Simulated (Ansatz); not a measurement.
Cost and result for the atomization energy of FH2SSi (`F[SiH]S`) radical (5 atoms, 4 bonds).

Total charge 0; spin multiplicity 2. All single points use the PBE0-D4/def2-TZVP geometry. It is one conformer, not always the lowest. Program: Ansatz. All runs use 2 threads of a server CPU on a shared host. Times are those of one run each, without the atoms' runs, and a repeat can differ threefold. Electronic energies, without spin–orbit coupling; frozen cores. CCSD(T)/CBS adds CCSD(T) − MP2 in def2-TZVPP to the MP2 limit, and its time is that of the two runs behind it. T1 = 0.015; ⟨S²⟩ of the reference is 0.76. B3LYP takes the VWN-RPA correlation (the form of Gaussian; ORCA's B3LYP/G).

CCSD(T)/CBS is a level of theory with its own doubt, some kJ/mol a heavy atom from the limit and from the frozen cores, so smaller differences don't rank the functionals.

```csv
level,functions,wall time
CCSD(T)/def2-SVP,60,1.9 s
PBE0-D4/def2-TZVPP,143,2.7 s
BHLYP-D4/def2-TZVPP,143,2.8 s
CAM-B3LYP-D4/def2-TZVPP,143,3 s
B3LYP-D4/def2-TZVPP (with forces),143,3.3 s
B2PLYP/def2-TZVPP,143,4.1 s
r2SCAN-D4/def2-TZVPP (with forces),143,5.5 s
r2SCANh-D4/def2-TZVPP,143,6 s
B97M-V/def2-TZVPP,143,9.5 s
MP2/def2-QZVPP,257,11 s
ωB97M-V/def2-TZVPP (with forces),143,12 s
CCSD(T)/def2-TZVPP,143,51 s
CCSD(T)/CBS(def2),–,62 s
```

Task: What atomization energy does each give, and how far from CCSD(T)/CBS? (Estimate.)

Result: Computed: 
| level | atomization (kcal/mol) | difference from CCSD(T)/CBS | per bond |
| --- | --- | --- | --- |
| CCSD(T)/def2-SVP | 331.2 | -38.5 | -9.6 |
| PBE0-D4/def2-TZVPP | 366.5 | -3.2 | -0.8 |
| BHLYP-D4/def2-TZVPP | 355.7 | -14.0 | -3.5 |
| CAM-B3LYP-D4/def2-TZVPP | 368.9 | -0.8 | -0.2 |
| B3LYP-D4/def2-TZVPP (with forces) | 367.2 | -2.5 | -0.6 |
| B2PLYP/def2-TZVPP | 363.4 | -6.3 | -1.6 |
| r2SCAN-D4/def2-TZVPP (with forces) | 373.8 | 4.1 | 1.0 |
| r2SCANh-D4/def2-TZVPP | 370.3 | 0.6 | 0.2 |
| B97M-V/def2-TZVPP | 373.5 | 3.8 | 0.9 |
| MP2/def2-QZVPP | 373.6 | 3.9 | 1.0 |
| ωB97M-V/def2-TZVPP (with forces) | 370.0 | 0.3 | 0.1 |
| CCSD(T)/def2-TZVPP | 356.5 | -13.2 | -3.3 |
| CCSD(T)/CBS(def2) | 369.7 | 0.0 | 0.0 |

At CCSD(T), def2-SVP lies −38.5 kcal/mol from the extrapolated value and def2-TZVPP −13.2 kcal/mol: correlation converges slowly with the basis, and small sets miss more of it in the bonded molecule than in its fragments. From PBE to PBE0 (25 % exact exchange), in def2-TZVPP and without D4, the atomization energy moves by −7.8 kcal/mol: exact exchange takes away binding that semilocal exchange gives to molecules. The D4 term adds +3.8 kcal/mol with B3LYP and +1.9 kcal/mol with PBE0; it sums over pairs of atoms, weighted by their polarisabilities, and B3LYP, whose exchange is more repulsive, gets the larger term.
